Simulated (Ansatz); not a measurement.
**B2H2+ (doublet): wave-function methods side by side, cc-pVDZ**

How much of the correlation energy of B2H2+ (doublet) does each wave-function method recover here?

Method: cc-pVDZ, core rule «outside noble gas», up to 2 orbitals frozen; program: Ansatz 0.2.0, Gaussian basis.

To be run: UHF; CCSD(T) on ROHF; CCSD(T) on UHF; BCCD(T) on ROHF; CISD; CCSDT(Q) on ROHF; CCSDT(Q) on UHF; CISDTQ; CCSDTQ on ROHF; CCSDTQ on UHF; CASSCF and MRCISD+Q, 7 electrons in 10 orbitals; CASSCF and NEVPT2, 7 electrons in 10 orbitals; Full CI.

4 further runs of the same task are left out: 4 set aside as unsound or not needed.

## Step 1: What is computed

The geometry is a PBE0/def2-TZVP stationary point (not a proven minimum) of the parent state, kept for this charge and spin.

4 atoms, charge 1, spin multiplicity 2.

Atoms are counted from 1 here; the program's logs count them from 0.

Bond lengths: B1–B2 1.525 Å, B1–H3 1.176 Å, B2–H4 1.176 Å. Angles: B2–B1–H3 180.0°, B1–B2–H4 180.0°.

## Step 2: UHF

in.yaml reads:

```yaml
crystal:
  periodic: [false, false, false]
  atoms:
    - {symbol: B, position_ang: [0.000000, 0.000000, 0.762520]}
    - {symbol: B, position_ang: [0.000000, 0.000000, -0.762520]}
    - {symbol: H, position_ang: [0.000000, 0.000000, 1.938254]}
    - {symbol: H, position_ang: [0.000000, 0.000000, -1.938254]}
basis:
  gaussian: {orbitals: cc-pVDZ}
total_charge: 1
magnetization: {spin_polarized: true, initial_magnetization: 1}
hamiltonian: {xc: hf}
output: {orbitals: {seedname: orbitals}}
```

On the command line:

```
$ ansatz run in.yaml --threads 1 --pin off --events-out ev --progress --plain --max-ram 3956MiB --backend cpu
```

After this run come: CCSD(T) on ROHF; CCSD(T) on UHF; BCCD(T) on ROHF; CISD; CCSDT(Q) on ROHF; CCSDT(Q) on UHF; CISDTQ; CCSDTQ on ROHF; CCSDTQ on UHF; CASSCF and MRCISD+Q, 7 electrons in 10 orbitals; CASSCF and NEVPT2, 7 electrons in 10 orbitals; Full CI.

Q: Predict the results of all the runs planned. Wanted: FCI below the RHF energy; RMP2 from FCI; UMP2 from FCI; RCCSD from FCI; RCCSD(T) from FCI; UCCSD(T) from FCI; RCCSDT(Q) from FCI; UCCSDT(Q) from FCI; NEVPT2 valence from FCI.

As calculated:

| quantity | value |
| --- | --- |
| FCI below the RHF energy | -3.7412 eV |
| RMP2 from FCI | +906.6 meV |
| UMP2 from FCI | +907.6 meV |
| RCCSD from FCI | +91.2 meV |
| RCCSD(T) from FCI | +22.6 meV |
| UCCSD(T) from FCI | +22.3 meV |
| RCCSDT(Q) from FCI | +0.5 meV |
| UCCSDT(Q) from FCI | +0.2 meV |
| NEVPT2 valence from FCI | +477.9 meV |
| MRCISD+Q valence from FCI | +6.9 meV |
| levels within 1 kcal/mol (43 meV) | RCCSD(T), UCCSD(T), BCCD(T), RCCSDT, UCCSDT, CISDTQ, RCCSDT(Q), UCCSDT(Q), RCCSDTQ, UCCSDTQ, MRCISD+Q valence |
| T1 diagnostic | 0.013 |
| effectively unpaired electrons | 1.04 |

**Reading.** RCCSD(T) misses by +22.6 meV, 0.6 % of the correlation energy. One determinant dominates. Of the multireference levels listed MRCISD+Q valence comes nearest in total energy (+6.9 meV), which doesn't show that its space is the better one. These misses are within one basis, not against nature; the frozen cores of restricted and unrestricted runs differ, which can shift their rows.
